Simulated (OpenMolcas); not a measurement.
**How methods differ on BNH3 (SMILES B[NH])**

The species is BNH3 (5 atoms), meant as a doublet with charge 0. As SMILES, `B[NH]`. The shape is that of a PBE0-D4/def2-TZVP optimisation.

```xyz
5

B    -0.3108   -0.3701   -0.0916
N     0.5312    0.6552   -0.0198
H    -0.4148   -1.1074    0.8625
H    -0.9641   -0.5731   -1.0819
H     1.2084    1.3217    0.2893
```

Each level gives the energy change with the B1–N2 bond stretched from 1.329 to 2.325 Å (eV). The values are calculated.

```csv
level,kind,program,value (eV),less FCI/STO-3G,CPU time (all runs)
UHF/STO-3G,Hartree–Fock,OpenMolcas,4.62,-1.26,3.5 s
USVWN5/STO-3G,LDA,OpenMolcas,6.92,+1.04,9.3 s
UPBE/STO-3G,GGA,OpenMolcas,6.31,+0.43,12 s
U-r2SCAN/STO-3G,meta-GGA,OpenMolcas,6.33,+0.45,19 s
UB3LYP/STO-3G,global hybrid,OpenMolcas,6.39,+0.51,14 s
"CASPT2(3,3)/STO-3G",multireference,OpenMolcas,5.71,-0.17,3.8 s
"MRCI(3,3)/STO-3G",multireference,OpenMolcas,5.81,-0.07,4.2 s
ROCCSD(T)/STO-3G,coupled cluster or CI,OpenMolcas,5.80,-0.08,6 s
FCI/STO-3G,exact in the basis,OpenMolcas,5.88,0.00,33 s
```

FCI/STO-3G is exact within its basis and frozen core, so for wave-function methods in that basis the difference is their error; functionals converge differently with the basis, so for them it is only a difference. The first shape isn't each level's own minimum. The values span 4.62 to 6.92 eV. Spin contamination of the reference (⟨S²⟩ at least 0.1 too high) touches UHF/STO-3G, USVWN5/STO-3G, UPBE/STO-3G, U-r2SCAN/STO-3G, UB3LYP/STO-3G. All rows use very small basis sets, so even the best lies far from the true value. CPU times are rough (shared hosts, several kinds of processor): they show what a rung costs within a factor of a few.
